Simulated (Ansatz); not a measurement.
The cluster MgSi₂, relaxed as a quintet with UKS r2SCAN-D4/def2-TZVP in Ansatz, starting from the r2SCAN-D4/def2-TZVP geometry of the neutral singlet. Force threshold 0.02 eV/Å.

At r2SCAN-D4/def2-TZVP a singlet of charge 0 lies 1.69 eV below the quintet, each at its own geometry. The structure comes from a short search, and lower isomers may exist.

Start:

Cartesian coordinates in Å:
```
Mg 0.558 -1.383 0.166
Si -0.355 0.792 1.004
Si -0.204 0.591 -1.170
```

(1) Estimate the energy that the relaxation releases and the steps that it takes.

(2) Does the start keep its bonding and symmetry?

(3) Predict the relaxed structure.

## Answers

(1) 8.2 kcal/mol, in 4 steps; 50 s on 2 threads of Arm Neoverse V2 on a shared host. No frequencies were taken in this run, so the end may be a saddle point.

(2) By distances, no bond broke or formed. The bond that changes most is Mg1–Si3, from 2.50 to 2.80 Å (atoms count from 1). Point group C2v at the start, C2v at the end, both within 0.05 Å.

(3) 
Cartesian coordinates in Å:
```
Mg 0.6340 -1.5702 0.1892
Si -0.3960 0.8902 1.0424
Si -0.2380 0.6801 -1.2316
```
Bond lengths: 2 × Mg–Si 2.80 Å; 1 × Si–Si 2.29 Å.
